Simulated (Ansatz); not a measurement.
# C2H2Si (SMILES C1=[Si]=C1): single points off equilibrium

The atoms stand at a structure displaced at random from a GFN2-xTB minimum. How far do the functionals agree with CCSD(T) there?

Method: single points in def2-TZVPP; program: Ansatz 0.2.0, Gaussian basis.

Correlated methods freeze the cores.

## (1) Where the work starts

SMILES `C1=[Si]=C1`, 5 atoms, charge 0, spin multiplicity 1.

Atoms are counted from 1 here; the program's logs count them from 0.

Bond lengths: C1–Si2 1.856 Å, C1–C3 1.337 Å, C1–H4 1.098 Å, Si2–C3 1.852 Å, C3–H5 1.091 Å. Angles: Si2–C1–C3 68.7°, Si2–C1–H4 159.0°, C3–C1–H4 132.3°, C1–Si2–C3 42.3°, C1–C3–Si2 69.0°, C1–C3–H5 133.4°, Si2–C3–H5 157.4°.

Geometry (Å):

```csv
atom,x (Å),y (Å),z (Å)
C1,0.1222,-0.6039,0.2765
Si2,1.2023,0.7568,0.9299
C3,-0.1508,0.5610,-0.3201
H4,-0.3003,-1.6101,0.1590
H5,-0.8943,0.8697,-1.0565
```

## (2) CCSD(T)/def2-TZVPP

Contents of run/in.yaml:

```yaml
crystal:
  periodic: [false, false, false]
  atoms:
    - {symbol: C, position_ang: [0.122200, -0.603900, 0.276500]}
    - {symbol: Si, position_ang: [1.202300, 0.756800, 0.929900]}
    - {symbol: C, position_ang: [-0.150800, 0.561000, -0.320100]}
    - {symbol: H, position_ang: [-0.300300, -1.610100, 0.159000]}
    - {symbol: H, position_ang: [-0.894300, 0.869700, -1.056500]}
basis:
  gaussian: {orbitals: def2-TZVPP}
correlation: {method: ccsd_t}
output: {forces: true}
```

No record of the launch command was kept for these runs.

## (3) PBE0-D4/def2-TZVPP

Edit run/in.yaml of step 2 so:

```diff
@@ -10,3 +10,3 @@
   gaussian: {orbitals: def2-TZVPP}
-correlation: {method: ccsd_t}
-output: {forces: true}
+hamiltonian: {xc: pbe0, dispersion: d4}
+output: {forces: true, orbitals: {seedname: orbitals}}
```

## (4) wB97M-V/def2-TZVPP

Edit run/in.yaml of step 3 so:

```diff
@@ -10,3 +10,3 @@
   gaussian: {orbitals: def2-TZVPP}
-hamiltonian: {xc: pbe0, dispersion: d4}
-output: {forces: true, orbitals: {seedname: orbitals}}
+hamiltonian: {xc: {name: wB97M-V}}
+output: {forces: true}
```

## (5) r2SCAN-D4/def2-TZVPP

Edit run/in.yaml of step 4 so:

```diff
@@ -10,3 +10,3 @@
   gaussian: {orbitals: def2-TZVPP}
-hamiltonian: {xc: {name: wB97M-V}}
+hamiltonian: {xc: r2scan, dispersion: d4}
 output: {forces: true}
```

## (6) PBE-D4/def2-TZVPP

Edit run/in.yaml of step 5 so:

```diff
@@ -10,3 +10,3 @@
   gaussian: {orbitals: def2-TZVPP}
-hamiltonian: {xc: r2scan, dispersion: d4}
+hamiltonian: {xc: pbe, dispersion: d4}
 output: {forces: true}
```

## (7) revPBE-D4/def2-TZVPP

Edit run/in.yaml of step 6 so:

```diff
@@ -10,3 +10,3 @@
   gaussian: {orbitals: def2-TZVPP}
-hamiltonian: {xc: pbe, dispersion: d4}
+hamiltonian: {xc: {name: revPBE}, dispersion: d4}
 output: {forces: true}
```

## (8) r2SCANh-D4/def2-TZVPP

Edit run/in.yaml of step 7 so:

```diff
@@ -10,3 +10,3 @@
   gaussian: {orbitals: def2-TZVPP}
-hamiltonian: {xc: {name: revPBE}, dispersion: d4}
+hamiltonian: {xc: {name: r2SCANh}, dispersion: d4}
 output: {forces: true}
```

(Steps that only read results are left out.)

Q: Predict the outcome of this session. Wanted: energy less free atoms, CCSD(T)/def2-TZVPP; RMS force component; RMS force error; HOMO and LUMO, PBE0-D4; T1 diagnostic.

**Answer**, as computed:

| quantity | value |
| --- | --- |
| energy less free atoms, CCSD(T)/def2-TZVPP | -464.8 kcal/mol |
| RMS force component | 0.233 to 0.391 eV/Å over the methods |
| RMS force error | PBE0-D4 0.309, wB97M-V 0.296, r2SCAN-D4 0.259, PBE-D4 0.193, revPBE-D4 0.164, r2SCANh-D4 0.308 eV/Å |
| HOMO and LUMO, PBE0-D4 | -7.17 and -1.61 eV |
| T1 diagnostic | 0.014 |

In words: Against CCSD(T) the functionals' energies less atoms differ by -31.5 to -12.8 kcal/mol, PBE-D4 by -31.5 kcal/mol. The reference is not at the basis limit: in triple zeta CCSD(T) underbinds, which counts against methods that bind more; the gaps are no ranking. On forces the order runs from revPBE-D4 to PBE0-D4. Frozen-core CCSD(T) forces in triple zeta carry basis errors of their own, and this is one geometry, so small gaps rank nothing.
